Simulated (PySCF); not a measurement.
**M06-2X/STO-6G run of SiH4S (sulfanylsilane)**

Aim: the vertical singlet–triplet gap of SiH4S (sulfanylsilane) at M06-2X/STO-6G, from 2 runs. 

Program for the calculation: PySCF 2.14.0.

6 further runs of the same task are left out: 6 set aside as unsound or not needed.

### 1 The structure to begin with

SiH4S has 6 atoms, charge 0, and is taken as a singlet. As SMILES, `[SiH3]S`. The coordinates come from a PBE0-D4/def2-TZVP relaxation.

Bond lengths: Si1–S2 2.137 Å, Si1–H3 1.485 Å, Si1–H4 1.482 Å, Si1–H5 1.485 Å, S2–H6 1.344 Å. Angles: Si1–S2–H6 94.7°, S2–Si1–H3 111.6°, S2–Si1–H4 104.8°, S2–Si1–H5 111.6°, H3–Si1–H4 110.0°, H3–Si1–H5 108.8°, H4–Si1–H5 110.0°.

### 2 The energy at M06-2X/STO-6G

job.py

```python
from pyscf import gto, dft

mol = gto.M(
    atom=[
    ('Si', (-0.169800, -0.263400, -0.436000)),
    ('S', (0.907300, -0.012600, 1.392800)),
    ('H', (-1.629800, -0.074300, -0.241600)),
    ('H', (0.108600, -1.658300, -0.852500)),
    ('H', (0.299800, 0.681200, -1.481100)),
    ('H', (0.526100, 1.263300, 1.572300)),
],
    charge=0,
    spin=0,
    max_memory=1860,
    basis='sto-6g',
    verbose=4,
)

ks = dft.RKS(mol)
ks.xc = 'm06-2x'
ks.grids.level = 5
ks.conv_tol = 1e-10
ks.kernel()
if not ks.converged:
    ks = ks.newton().run(ks.mo_coeff, ks.mo_occ)

e_final = ks.e_tot
print('Final energy', e_final)
```

Launch:

```bash
OMP_NUM_THREADS=1 python job.py
```

The log of the run:

```text
PySCF version 2.14.0

[INPUT] num. atoms = 6
[INPUT] num. electrons = 34
[INPUT] charge = 0
[INPUT] spin (= nelec alpha-beta = 2S) = 0
[INPUT] symmetry False subgroup None
[INPUT] Mole.unit = angstrom
[INPUT] Symbol           X                Y                Z      unit          X                Y                Z       unit  Magmom
[INPUT]  1 Si    -0.169800000000  -0.263400000000  -0.436000000000 AA   -0.320875495951  -0.497753861210  -0.823920590310 Bohr   0.0
[INPUT]  2 S      0.907300000000  -0.012600000000   1.392800000000 AA    1.714548512818  -0.023810549170   2.632010546294 Bohr   0.0
[INPUT]  3 H     -1.629800000000  -0.074300000000  -0.241600000000 AA   -3.079875637816  -0.140406651055  -0.456557831695 Bohr   0.0
[INPUT]  4 H      0.108600000000  -1.658300000000  -0.852500000000 AA    0.205224257128  -3.133732832366  -1.610991521192 Bohr   0.0
[INPUT]  5 H      0.299800000000   0.681200000000  -1.481100000000 AA    0.566539892145   1.287281436054  -2.798873363093 Bohr   0.0
[INPUT]  6 H      0.526100000000   1.263300000000   1.572300000000 AA    0.994184914134   2.387291013163   2.971216385654 Bohr   0.0

nuclear repulsion = 89.2386347018964
number of shells = 14
number of NR pGTOs = 132
number of NR cGTOs = 22
basis = sto-6g
ecp = {}

******** <class 'pyscf.dft.rks.RKS'> ********
method = RKS
initial guess = minao
damping factor = 0
level_shift factor = 0
DIIS = <class 'pyscf.scf.diis.CDIIS'>
diis_start_cycle = 1
diis_space = 8
diis_damp = 0
SCF conv_tol = 1e-10
SCF conv_tol_grad = None
SCF max_cycles = 50
direct_scf = True
direct_scf_tol = 1e-13
XC library pyscf.dft.libxc version 7.0.0
    S. Lehtola, C. Steigemann, M. J.T. Oliveira, and M. A.L. Marques.,  SoftwareX 7, 1–5 (2018)
XC functionals = m06-2x
    Y. Zhao and D. G. Truhlar.,  Theor. Chem. Acc. 120, 215 (2008)
    Y. Zhao and D. G. Truhlar.,  Theor. Chem. Acc. 120, 215 (2008)
radial grids:
    Treutler-Ahlrichs [JCP 102, 346 (1995); DOI:10.1063/1.469408] (M4) radial grids

becke partition: Becke, JCP 88, 2547 (1988); DOI:10.1063/1.454033
pruning grids: <function nwchem_prune>
grids dens level: 5
symmetrized grids: False
atomic radii adjust function: <function treutler_atomic_radii_adjust>
small_rho_cutoff = 0
Set gradient conv threshold to 1e-05
Initial guess from minao.
tot grids = 180760
init E= -687.158265983562
  HOMO = -0.273094826709919  LUMO = 0.133871783866347  gap/eV = 11.07413
cycle= 1 E= -687.52379111319  delta_E= -0.366  |g|= 0.277  |ddm|= 2.58
  HOMO = -0.124996637136093  LUMO = 0.256365611922713  gap/eV = 10.37740
cycle= 2 E= -687.550927297427  delta_E= -0.0271  |g|= 0.158  |ddm|= 0.885
  HOMO = -0.184333098862866  LUMO = 0.252625643536582  gap/eV = 11.89025
cycle= 3 E= -687.561977097522  delta_E= -0.011  |g|= 0.00612  |ddm|= 0.318
  HOMO = -0.185255196089293  LUMO = 0.25134190603403  gap/eV = 11.88041
cycle= 4 E= -687.562000360298  delta_E= -2.33e-05  |g|= 0.00182  |ddm|= 0.0178
  HOMO = -0.1847188083722  LUMO = 0.252217054181579  gap/eV = 11.88963
cycle= 5 E= -687.562001999578  delta_E= -1.64e-06  |g|= 0.00019  |ddm|= 0.00427
  HOMO = -0.184844143644964  LUMO = 0.252106464932794  gap/eV = 11.89003
cycle= 6 E= -687.56200202262  delta_E= -2.3e-08  |g|= 1.47e-05  |ddm|= 0.000572
  HOMO = -0.184842468164353  LUMO = 0.25210549506501  gap/eV = 11.88996
cycle= 7 E= -687.562002022803  delta_E= -1.83e-10  |g|= 1.6e-06  |ddm|= 5.6e-05
  HOMO = -0.184842538282183  LUMO = 0.252106128840168  gap/eV = 11.88998
cycle= 8 E= -687.562002022806  delta_E= -2.61e-12  |g|= 1.84e-07  |ddm|= 5.73e-06
  HOMO = -0.184842613414354  LUMO = 0.252106065036337  gap/eV = 11.88998
Extra cycle  E= -687.562002022804  delta_E= 1.48e-12  |g|= 3.71e-08  |ddm|= 5.67e-07
converged SCF energy = -687.562002022804
Final energy -687.5620020228043
```

It took 4.5 s on 1 thread of Arm Neoverse V2, shared host; peak memory 0.21 GiB.

### 3 The triplet

mol.xyz

```xyz
6
H4SSi
Si    -0.169800    -0.263400    -0.436000
S      0.907300    -0.012600     1.392800
H     -1.629800    -0.074300    -0.241600
H      0.108600    -1.658300    -0.852500
H      0.299800     0.681200    -1.481100
H      0.526100     1.263300     1.572300
```

input.py

```python
from pyscf import gto, dft

system = gto.M(
    atom='mol.xyz',
    basis='sto-6g',
    spin=2,
    max_memory=1860,
    verbose=3,
)

mf = dft.UKS(system)
mf.xc = 'm06-2x'
mf.grids.level = 5
mf.conv_tol = 1e-10
mf.kernel()
if not mf.converged:
    mf = mf.newton().run(mf.mo_coeff, mf.mo_occ)

energy = mf.e_tot
print('E = %.10f Eh' % energy)
```

Launch:

```bash
OMP_NUM_THREADS=1 python input.py
```

The log of the run:

```text
WARN: HOMO 0.133871783866348 >= LUMO -0.273094826709918

WARN: HOMO 0.100105026852996 >= LUMO -0.0161084568007432

WARN: HOMO 0.0889121395576449 >= LUMO -0.0300952478596767

WARN: HOMO 0.087794686145047 >= LUMO -0.0207346290339299

WARN: HOMO 0.086645251168068 >= LUMO -0.0206438269820898

WARN: HOMO 0.0869098625645155 >= LUMO -0.020413435780305

WARN: HOMO 0.0867829310322425 >= LUMO -0.0203652894579054

WARN: HOMO 0.0867799538429082 >= LUMO -0.0203357477579002

WARN: HOMO 0.0867729190855599 >= LUMO -0.02031740392358

WARN: HOMO 0.0867753942003761 >= LUMO -0.0202856219560388

WARN: HOMO 0.0867739305994659 >= LUMO -0.0202838671346925

WARN: HOMO 0.0867742725627861 >= LUMO -0.0202829202384056

WARN: HOMO 0.0867741338505295 >= LUMO -0.0202832019935877

converged SCF energy = -687.287182561245  <S^2> = 2.0023895  2S+1 = 3.0015926
E = -687.2871825612 Eh
```

Wall time 9.6 s (1 thread of Arm Neoverse V2, shared host); peak memory 0.23 GiB.

### 4 Outcome

Level: M06-2X/STO-6G.

| quantity | value |
| --- | --- |
| singlet: total energy | -687.56200 Eh |
| singlet: dipole moment | 1.10 D |
| singlet: HOMO energy | -5.03 eV |
| singlet: LUMO energy | 6.86 eV |
| singlet: HOMO–LUMO gap | 11.89 eV |
| triplet: total energy | -687.28718 Eh |
| triplet: dipole moment | 2.31 D |
| triplet: ⟨S²⟩ | 2.002 |
| vertical energy of the triplet above the singlet | 7.478 eV |

What this shows: At this shape the triplet lies 7.48 eV (172 kcal/mol) above the singlet. In a minimal basis such a difference can be off by several eV, whatever the method.
